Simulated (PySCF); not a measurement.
Compound: C3H4FN.
Atom-mapped SMILES: `[CH2:1]=[N:2]/[CH:3]=[CH:4]/[F:5]` (hydrogens: H6, H7 on C1; H8 on C3; H9 on C4)

Method: PySCF 2.14.0, density-fitted response routines, TDDFT CAM-B3LYP/def2-SVPD, vertical, gas phase, core orbitals frozen in the response. The structure is a single PBE0-D3(BJ)/def2-SVP conformer in the gas phase; no vibrational or solvent corrections. Torsions of this conformer, `[CH2:1]=[N:2]/[CH:3]=[CH:4]/[F:5]`: C1–N2–C3–C4 180°.

Frontier orbitals with the atoms that hold most of them (Löwdin shares over 4%, at most four atoms; ? is withheld):

```csv
orbital,ε (eV),atoms
HOMO-3,-12.43,"N2 42%, C1 22%, C3 19%, C4 6%"
HOMO-2,-12.31,"F5 38%, C4 22%, C3 15%, H9 12%"
HOMO-1,-9.30,"N2 60%, C1 14%, C3 10%, H6 6%"
HOMO,-8.48,?
LUMO,?,?
LUMO+1,1.57,"C1 42%, H6 16%, H7 14%, C3 11%"
LUMO+2,1.86,"C4 42%, F5 20%, H9 20%, H8 6%"
```

Task: Which atoms hold the LUMO, and with what shares?

Result: C1 (bonded to N and 2 H) 32%; N2 (bonded to 2 C) 22%; C4 (bonded to C, F and H) 19%; C3 (bonded to C, N and H) 8%. By element: carbon 58%, nitrogen 22%.

Task: Which atoms hold the HOMO, and with what shares?

Result: C3 (bonded to C, N and H) 27%; C4 (bonded to C, F and H) 26%; C1 (bonded to N and 2 H) 16%; N2 (bonded to 2 C) 13%. By element: carbon 68%, nitrogen 13%.

Task: What is the LUMO energy, and the HOMO–LUMO gap?

Result: ε(LUMO) = -0.17 eV; the gap is 8.31 eV (0.3054 hartree).

Task: The HOMO–LUMO gap is 8.31 eV. Where does the response calculation put the lowest singlet, and from which orbitals?

Result: S1 is at 4.70 eV (f = 0.0007), 3.61 eV below the gap, made of HOMO-1→LUMO (97%). Its leading pair isn't HOMO and LUMO; the energies of that pair differ by 9.13 eV. Without the coupling terms of the response equations the lowest excitation would equal the gap.

Task: One configuration dominates each of S1, S2 and S7. Which, and how do the shares of the two leading atoms of either orbital change from the occupied to the empty one?

Result: 
- S1 (4.70 eV, f 0.0007), HOMO-1→LUMO (97%): N2 60% → 22%, C1 14% → 32%
- S2 (5.87 eV, f 0.543), HOMO→LUMO (96%): C3 27% → 8%, C4 26% → 19%, C1 16% → 32%, N2 13% → 22%
- S7 (7.87 eV, f 0.027), HOMO-1→LUMO+1 (92%): N2 60% → at most 12%, C1 14% → 42%, H6 6% → 16%

The run took 47 s wall on one thread, Arm Neoverse V2, no GPU (shared host).
